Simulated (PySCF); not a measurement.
Bonds (- single, = double, # triple, : aromatic): N1#C2 1.158 Å, C2-C3 1.444 Å, C3-C4 1.453 Å, C4=N5 1.247 Å, N5-C3 1.524 Å. C3 carries H6; C4 carries H7. Stereochemistry as in N#C[C@H]1C=N1.

Geometry: PBE0-D3(BJ)/def2-SVP; GIAO absolute shieldings from PySCF 2.14.0 with density-fitted response routines, gas phase, non-relativistic, averaged over equivalent atoms.

At PBE0/pcSseg-1 (95 basis functions, 4 s wall time on 1 thread of an Arm Neoverse V2, shared host):
```json
{"atoms": "N5", "σ (ppm)": "-78.7"}
{"atoms": "N1", "σ (ppm)": "-35.0"}
{"atoms": "C4", "σ (ppm)": "18.3"}
{"atoms": "C2", "σ (ppm)": "59.1"}
{"atoms": "C3", "σ (ppm)": "172.6"}
{"atoms": "H7", "σ (ppm)": "21.46"}
{"atoms": "H6", "σ (ppm)": "29.38"}
```

Question: What do these become at mPW1PW91/pcSseg-2?

Answer: 
```tsv
atoms	σ at mPW1PW91/pcSseg-2	change
N5	-82.0	-3.3
N1	-35.3	-0.3
C4	13.0	-5.3
C2	55.3	-3.8
C3	169.9	-2.7
H7	21.45	-0.01
H6	29.28	-0.10
```

The largest change is at C4 (C=N carbon). Cost: 208 basis functions, 9.9 s wall time on 1 thread of an Arm Neoverse V2, shared host. The order of the carbon signals is the same at both levels.
